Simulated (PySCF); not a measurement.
**Removal energies of Mg from EOM-IP-GCCSD**

Reference: closed-shell Mg, [Ne] 3s2; one electron is removed. Calculated with PySCF 2.14, two-component X2C-1e with screened spin-orbit coupling, x2c-TZVPPall-2c with one added diffuse shell each of s, p, d type (6s6p4d, 44 functions); frozen nothing; all 76 virtual spinors kept. No Breit or QED terms. Binding energies in eV.

```tsv
level	Koopmans	second order	EOM-CCSD	NIST
2s1/2	102.85	95.966	97.339	n/a
2p1/2	62.259	56.993	58.453	n/a
2p3/2	61.938	56.705	58.155	n/a
3s1/2	6.895	7.376	7.571	7.646
```

In EOM-CCSD the overlap with the one-orbital guess is low for 2s1/2 (weight 0.87). That can mean mixing with two-hole, one-particle states, where second order and EOM-CCSD lose accuracy, or only a rotation among the degenerate components of the shell; the terms of those configurations are not listed.

The screened spin-orbit operator tends to give fine-structure splittings of light species too large.

Where second order misses EOM-CCSD by more than 1 eV, it overshoots the relaxation and correlation of that hole or particle, which higher orders damp.
